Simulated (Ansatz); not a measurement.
# NS (doublet): wave-function methods side by side at distance N1–S2 = 5.166 Å, 6-31G

How much of the correlation energy of NS (doublet) does each wave-function method recover here?

Computed with Ansatz 0.2.0, Gaussian basis. Level: 6-31G, core rule «outside noble gas», up to 6 orbitals frozen.

To be run: UHF; CCSD(T) on ROHF; CCSD(T) on UHF; BCCD(T) on ROHF; CISD; CCSDT(Q) on UHF; CISDTQ; CCSDTQ on ROHF; CCSDTQ on UHF; CASSCF and MRCISD+Q, 3 electrons in 3 orbitals; CASSCF and NEVPT2, 3 electrons in 3 orbitals; CASSCF and MRCISD+Q, 11 electrons in 8 orbitals; CASSCF and NEVPT2, 11 electrons in 8 orbitals; Full CI.

35 further runs of the same task are left out: 1 for a mislabelled method, 11 for a known fault of the program, 19 that didn't finish, 4 set aside as unsound or not needed.

## (1) The geometry

The geometry derives from a PBE0/def2-TZVP stationary point (not a proven minimum). One bond is set to the value named and the two fragments are kept rigid.

2 atoms, charge 0, spin multiplicity 2.

Atoms are counted from 1 here; the program's logs count them from 0.

No contacts short enough for the rule that draws bonds.

## (2) UHF

File in.yaml:

```yaml
crystal:
  periodic: [false, false, false]
  atoms:
    - {symbol: N, position_ang: [0.000000, 0.000000, 0.000000]}
    - {symbol: S, position_ang: [0.000000, 0.000000, 5.166000]}
basis:
  gaussian: {orbitals: 6-31G}
magnetization: {spin_polarized: true, initial_magnetization: 1}
hamiltonian: {xc: hf}
output: {orbitals: {seedname: orbitals}}
```

The run is started by

```
ansatz run in.yaml --threads 1 --pin off --events-out ev --progress --plain --max-ram 2393MiB
```

The runs that follow: CCSD(T) on ROHF; CCSD(T) on UHF; BCCD(T) on ROHF; CISD; CCSDT(Q) on UHF; CISDTQ; CCSDTQ on ROHF; CCSDTQ on UHF; CASSCF and MRCISD+Q, 3 electrons in 3 orbitals; CASSCF and NEVPT2, 3 electrons in 3 orbitals; CASSCF and MRCISD+Q, 11 electrons in 8 orbitals; CASSCF and NEVPT2, 11 electrons in 8 orbitals; Full CI.

Before running them: what should the planned runs give, taken together? Wanted: FCI below the RHF energy; RMP2 from FCI; UMP2 from FCI; RCCSD from FCI; RCCSD(T) from FCI; UCCSD(T) from FCI; UCCSDT(Q) from FCI; NEVPT2 valence from FCI; MRCISD+Q valence from FCI.

As calculated:

| quantity | value |
| --- | --- |
| FCI below the RHF energy | -7.6086 eV |
| RMP2 from FCI | -439.21 kcal/mol |
| UMP2 from FCI | +7.91 kcal/mol |
| RCCSD from FCI | +0.48 kcal/mol |
| RCCSD(T) from FCI | +0.01 kcal/mol |
| UCCSD(T) from FCI | -0.04 kcal/mol |
| UCCSDT(Q) from FCI | -0.10 kcal/mol |
| NEVPT2 valence from FCI | +12.87 kcal/mol |
| MRCISD+Q valence from FCI | -0.05 kcal/mol |
| levels within 1 kcal/mol (43 meV) | RCCSD, UCCSD, RCCSD(T), UCCSD(T), BCCD(T), UCCSDT, CISDTQ, UCCSDT(Q), UCCSDTQ, MRCISD+Q valence |
| T1 diagnostic | 0.428 |
| effectively unpaired electrons | 5.00 |

What this shows: RCCSD(T) misses by +0.01 kcal/mol, 0.0 % of the correlation energy. RMP2, UCCSDT, UCCSDT(Q), UCCSDTQ, MRCISD+Q valence fall below full CI: unrestricted runs freeze a spin-polarised core, another one than full CI's, and coupled cluster isn't variational. The occupations show strong static correlation (5.0 unpaired electrons where one determinant has 1). Coupled cluster on one determinant still stays close here. Of the multireference levels listed MRCISD+Q valence comes nearest in total energy (-0.05 kcal/mol), which doesn't show that its space is the better one. Coupled cluster took another determinant than the lowest Hartree-Fock one. These misses are within one basis, not against nature; the frozen cores of restricted and unrestricted runs differ, which can shift their rows.
